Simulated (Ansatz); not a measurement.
**AlBH₄O: functionals against CCSD(T) at one geometry**

A test off equilibrium: a structure displaced at random from a GFN2-xTB minimum is computed at several levels, and each is set against CCSD(T).

Computed with Ansatz 0.2.0, Gaussian basis. Level: single points in def2-TZVPP.

Cores are frozen in the correlated methods.

**1. Where the work starts**

7 atoms, charge 0, spin multiplicity 1.

Atoms are counted from 1 here; the program's logs count them from 0.

Bond lengths: B1–O2 1.273 Å, B1–H4 1.180 Å, B1–H5 1.341 Å, O2–Al3 1.891 Å, Al3–H6 1.366 Å, Al3–H7 1.385 Å. Angles: O2–B1–H4 119.3°, O2–B1–H5 117.7°, H4–B1–H5 122.3°, B1–O2–Al3 175.9°, O2–Al3–H6 116.1°, O2–Al3–H7 110.9°, H6–Al3–H7 132.7°.

Geometry (Å):

```mol
AlBH4O
  3D, bonds by distance, orders not assigned

  7  6  0  0  0  0  0  0  0  0999 V2000
   -1.3002    0.4240   -0.7416 B   0  0
   -0.2529   -0.0101   -0.1632 O   0  0
    1.3123   -0.5363    0.7592 Al  0  0
   -1.7768   -0.2042   -1.6194 H   0  0
   -1.6953    1.6736   -0.4591 H   0  0
    1.7919    0.3476    1.6844 H   0  0
    1.8007   -1.7337    0.2620 H   0  0
  1  2  8  0
  1  4  8  0
  1  5  8  0
  2  3  8  0
  3  6  8  0
  3  7  8  0
M  END
```

**2. CCSD(T)/def2-TZVPP**

run/in.yaml

```yaml
crystal:
  periodic: [false, false, false]
  atoms:
    - {symbol: B, position_ang: [-1.300200, 0.424000, -0.741600]}
    - {symbol: O, position_ang: [-0.252900, -0.010100, -0.163200]}
    - {symbol: Al, position_ang: [1.312300, -0.536300, 0.759200]}
    - {symbol: H, position_ang: [-1.776800, -0.204200, -1.619400]}
    - {symbol: H, position_ang: [-1.695300, 1.673600, -0.459100]}
    - {symbol: H, position_ang: [1.791900, 0.347600, 1.684400]}
    - {symbol: H, position_ang: [1.800700, -1.733700, 0.262000]}
basis:
  gaussian: {orbitals: def2-TZVPP}
correlation: {method: ccsd_t}
output: {forces: true}
```

No record of the launch command was kept for these runs.

**3. PBE0-D4/def2-TZVPP**

run/in.yaml, as its differences from that of step 2:

```diff
@@ -12,3 +12,3 @@
   gaussian: {orbitals: def2-TZVPP}
-correlation: {method: ccsd_t}
-output: {forces: true}
+hamiltonian: {xc: pbe0, dispersion: d4}
+output: {forces: true, orbitals: {seedname: orbitals}}
```

**4. wB97M-V/def2-TZVPP**

run/in.yaml, as its differences from that of step 3:

```diff
@@ -12,3 +12,3 @@
   gaussian: {orbitals: def2-TZVPP}
-hamiltonian: {xc: pbe0, dispersion: d4}
-output: {forces: true, orbitals: {seedname: orbitals}}
+hamiltonian: {xc: {name: wB97M-V}}
+output: {forces: true}
```

**5. r2SCAN-D4/def2-TZVPP**

run/in.yaml, as its differences from that of step 4:

```diff
@@ -12,3 +12,3 @@
   gaussian: {orbitals: def2-TZVPP}
-hamiltonian: {xc: {name: wB97M-V}}
+hamiltonian: {xc: r2scan, dispersion: d4}
 output: {forces: true}
```

**6. PBE-D4/def2-TZVPP**

run/in.yaml, as its differences from that of step 5:

```diff
@@ -12,3 +12,3 @@
   gaussian: {orbitals: def2-TZVPP}
-hamiltonian: {xc: r2scan, dispersion: d4}
+hamiltonian: {xc: pbe, dispersion: d4}
 output: {forces: true}
```

**7. r2SCANh-D4/def2-TZVPP**

run/in.yaml, as its differences from that of step 6:

```diff
@@ -12,3 +12,3 @@
   gaussian: {orbitals: def2-TZVPP}
-hamiltonian: {xc: pbe, dispersion: d4}
+hamiltonian: {xc: {name: r2SCANh}, dispersion: d4}
 output: {forces: true}
```

**8. r2SCAN0-D4/def2-TZVPP**

run/in.yaml, as its differences from that of step 7:

```diff
@@ -12,3 +12,3 @@
   gaussian: {orbitals: def2-TZVPP}
-hamiltonian: {xc: {name: r2SCANh}, dispersion: d4}
+hamiltonian: {xc: {name: r2SCAN0}, dispersion: d4}
 output: {forces: true}
```

(Steps that only read results are left out.)

**Question.** What will these runs give? Wanted: energy less free atoms, CCSD(T)/def2-TZVPP; RMS force component; RMS force error; HOMO and LUMO, PBE0-D4; T1 diagnostic.

**Answer**, as computed:

| quantity | value |
| --- | --- |
| energy less free atoms, CCSD(T)/def2-TZVPP | -521.5 kcal/mol |
| RMS force component | 2.474 to 2.594 eV/Å over the methods |
| RMS force error | PBE0-D4 0.164, wB97M-V 0.134, r2SCAN-D4 0.118, PBE-D4 0.128, r2SCANh-D4 0.145, r2SCAN0-D4 0.190 eV/Å |
| HOMO and LUMO, PBE0-D4 | -6.79 and -1.87 eV |
| T1 diagnostic | 0.013 |

What this shows: Against CCSD(T) the functionals' energies less atoms differ by -17.2 to -5.1 kcal/mol, PBE-D4 by -11.6 kcal/mol. The reference is not at the basis limit: in triple zeta CCSD(T) underbinds, which counts against methods that bind more; the gaps are no ranking. The forces of r2SCAN-D4 come nearest to CCSD(T), those of r2SCAN0-D4 are farthest. Frozen-core CCSD(T) forces in triple zeta carry basis errors of their own, and this is one geometry, so small gaps rank nothing.
